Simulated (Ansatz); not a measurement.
# Worked example: the barrier

An elementary step of CH5S, doublet (CH₄ + HS → CH₃ + H₂S; bonds formed: H1–S3; bonds broken: H1–C2). “Start” is the structure reached by relaxing down from the saddle towards the reactants; PBE0-D4/def2-TZVP structures. The saddle:

H1  (-0.027, -0.025, -0.635)
C2  (-0.449, -0.198, 0.935)
S3  (0.403, 0.159, -1.987)
H4  (0.161, 0.581, 1.373)
H5  (-0.137, -1.225, 1.076)
H6  (-1.508, -0.001, 0.820)
H7  (1.557, 0.710, -1.583)
(Å)

Ansatz 0.2.0; basis: def2-TZVPP and def2-QZVPP; cores frozen in the correlated methods; orbitals are unrestricted.

Energies in eV:

| quantity | saddle | start |
| --- | --- | --- |
| Hartree–Fock, triple zeta (X = 3) | -11925.84959 | -11927.08069 |
| Hartree–Fock, quadruple zeta (X = 4) | -11926.22530 | -11927.45522 |
| MP2 correlation, X = 3 | -9.84412 | -9.55893 |
| MP2 correlation, X = 4 | -10.58327 | -10.27046 |
| CCSD(T) correlation, X = 3 | -11.42843 | -11.13351 |

Problem. Work out the barrier at the basis limit: extrapolate Hartree–Fock as E(X) = E∞ + A exp(−7.88 √X) and the MP2 correlation as E(X) = E∞ + B X^−2.97 (the exponents that Neese and Valeev fitted for def2-TZVPP and QZVPP), then add CCSD(T) − MP2 in triple zeta.

Solution. Each step is linear, so take the differences first (saddle − start): Hartree–Fock 1.23110 (X = 3) and 1.22992 (X = 4); MP2 correlation -0.28519 and -0.31281; CCSD(T) correlation -0.29492.
Two points give E∞ = E(4) + w [E(4) − E(3)], with w = 1/(exp(7.88 (2 − √3)) − 1) = 0.1377 for Hartree–Fock and w = 1/((4/3)^2.97 − 1) = 0.7407 for the correlation.
Hartree–Fock: 1.22992 + 0.1377 × (-0.00118) = 1.2298 eV.
MP2 correlation: -0.31281 + 0.7407 × (-0.02762) = -0.3333 eV.
CCSD(T) − MP2: -0.29492 − (-0.28519) = -0.0097 eV.
Sum: 1.2298 + (-0.3333) + (-0.0097) = 0.8868 eV, or 20.45 kcal/mol. Plain CCSD(T) in triple zeta gives 0.9362 eV, so the larger basis shifts the result by -0.0494 eV.

T1 diagnostic: at most 0.014. ⟨S²⟩ of the unrestricted Hartree–Fock references: 0.76 to 0.78 (a pure state has 0.75).

For scale, one of the runs: CCSD(T)/def2-TZVPP, 143 basis functions (an equivalent command: `ansatz run in.yaml --threads 2`). Time: 20 s of wall clock on 2 CPU threads; the host was shared. Peak host memory: 2.1 GiB.
